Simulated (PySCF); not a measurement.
System (SMILES): C (CH4).
Geometry (B3LYP-D3(BJ)/def2-TZVP, fixed):
```
C
H 1 1.0892
H 1 1.0892 2 109.47
H 1 1.0892 2 109.47 3 120.00
H 1 1.0892 2 109.47 3 -120.00
```
Charge 0, spin multiplicity 1.

How fast the mean static polarisability converges with the basis for several methods (PySCF): deviation from each method's own reference, in %. References: HF 16.07 bohr³, the value in d-aug-cc-pVTZ; PBE 17.53 bohr³, the value in d-aug-cc-pVTZ; PBE0 16.92 bohr³, the value in d-aug-cc-pVTZ. All functions are spherical. Density fitting with generated auxiliary sets. No added dispersion term, no relativity. 

```
basis        functions     HF    PBE  PBE0
-----------  ---------  -----  -----  ----
6-311+G**           46  -15.0  -17.1   ___
def2-TZVP           55   -9.8  -12.1   ___
aug-cc-pVDZ         59   -0.5   -1.2   ___
Sadlej pVTZ         60   -0.6   -0.3   ___
def2-TZVPD          73   -0.7   -0.9   ___
pcseg-2             86   -8.8  -10.3   ___
def2-QZVPP         177   -4.0   -5.4   ___
aug-cc-pVQZ        264    0.0   -0.1   ___
```

### Question
Some entries are withheld; supply them.

### Answer

- 6-311+G**, PBE0: -16.4
- def2-TZVP, PBE0: -11.1
- aug-cc-pVDZ, PBE0: -0.9
- Sadlej pVTZ, PBE0: -0.6
- def2-TZVPD, PBE0: -0.8
- pcseg-2, PBE0: -9.7
- def2-QZVPP, PBE0: -4.8
- aug-cc-pVQZ, PBE0: -0.1

Mean absolute deviation over 6-311+G**, def2-TZVP, Sadlej pVTZ, def2-TZVPD, pcseg-2: HF 7.0, PBE0 7.7, PBE 8.2 %.
